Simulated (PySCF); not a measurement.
Gas-phase reaction: 6 PO + 2 H2O ⇌ 4 HPO2 + P2, at 2500 K and a standard pressure of 1 bar. Level: ωB97M-V/def2-TZVP†.

Energies from PySCF, thermal terms from the rigid-rotor harmonic-oscillator model, ideal gas at 1 bar. † marks an energy on the PBE0/def2-TZVP geometry and frequencies. Open shells (unrestricted): PO (multiplicity 2, electronic degeneracy 4); the rest are closed-shell singlets. Spin-orbit splitting is ignored; it lowers the true energy and changes the entropy of PO. HPO2: computed as isolated molecules; such fragments, hydroxides, amides, oligomers or adducts are transient or little studied in the gas. The harmonic model lacks anharmonicity and excited electronic states, which grow with temperature; levels with a mode under 35 cm⁻¹ are left out. Internal rotation in HPO2 is treated as a harmonic vibration of one conformer, which makes the entropy rough.

| species | E (Ha) | H(2500 K) − E (kJ/mol) | S°(2500 K) (J/mol/K) |
|---|---|---|---|
| PO | -416.54996 | 94.5 | 296.5 |
| H2O | -76.42962 | 163.2 | 274.8 |
| HPO2 | -492.47573 | 217.6 | 404.9 |
| P2 | -682.67327 | 93.9 | 293.4 |
E: electronic energy; H − E holds the zero-point and thermal terms. 1 Ha = 2625.5 kJ/mol.

Q: Work out ΔH°, ΔS°, ΔG° and log10 K from these numbers.

A: 1. ΔE = 4×(-492.47573) + 1×(-682.67327) − 6×(-416.54996) − 2×(-76.42962) = -0.41719 Ha = -1095.3 kJ.
2. Δ(H − E) = 4×(217.6) + 1×(93.9) − 6×(94.5) − 2×(163.2) = 70.9 kJ, so ΔH° = -1024.4 kJ.
3. ΔS° = 4×(404.9) + 1×(293.4) − 6×(296.5) − 2×(274.8) = -415.6 J/K; the number of gas molecules changes by -3.
4. ΔG° = ΔH° − TΔS° = -1024.4 − 2500×(-415.6)/1000 = 14.6 kJ.
5. log10 K = −ΔG°/(RT ln 10) = -0.31, with RT ln 10 = 47.86 kJ/mol; at standard pressures the reactants are favoured.
6. A shift of 10 kJ in ΔE would move log10 K by 0.21 here.
7. With ΔH° and ΔS° held fixed, ΔG° changes sign near ΔH°/ΔS° = 2460 K.
8. Lowering the total pressure from 1 bar to 0.01 bar multiplies the mole-fraction quotient K_x = K (p/p°)^(−Δn) by 10^-6, which pushes the balance towards the reactants.
For scale, ΔH°(298 K) is -1079 kJ at this level, -1042 kJ at ωB97X-V/def2-TZVP†, and runs from -1231 to -807 kJ over the 20 levels computed.
